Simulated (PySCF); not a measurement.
Oxygen: a sound run and one with changed settings

Sound run: O [He] 2s2 2p4, O⁺ [He] 2s2 2p3. Computed with PySCF 2.14 in x2c-TZVPall, with scalar relativity by spin-free X2C-1e. In the sound run the correlated levels freeze 1s2. The sound run starts from symmetry-adapted Hartree-Fock orbitals and uses a fine grid where one is needed.

Changed run: all electrons correlated in a basis built for the valence shell.

```
species   method  sound run (hartree)  changed run (hartree)  converged
      O      MP2            -75.00964              -75.02763        yes
      O  CCSD(T)            -75.02909              -75.04763        yes
     O⁺      MP2            -74.52274              -74.54041        yes
     O⁺  CCSD(T)            -74.53957              -74.55780        yes
```

Ionisation energy of O:

```json
{"method": "UHF", "sound run (eV)": "12.007", "changed run (eV)": "12.007"}
{"method": "MP2", "sound run (eV)": "13.249", "changed run (eV)": "13.258"}
{"method": "SCS-MP2", "sound run (eV)": "13.344", "changed run (eV)": "13.346"}
{"method": "CCSD", "sound run (eV)": "13.285", "changed run (eV)": "13.293"}
{"method": "CCSD(T)", "sound run (eV)": "13.320", "changed run (eV)": "13.329"}
```

A valence basis has no tight correlating functions, so it recovers only part of the core correlation, and not evenly between atom and ion.

For comparison, NIST gives 13.618 eV between the lowest levels.
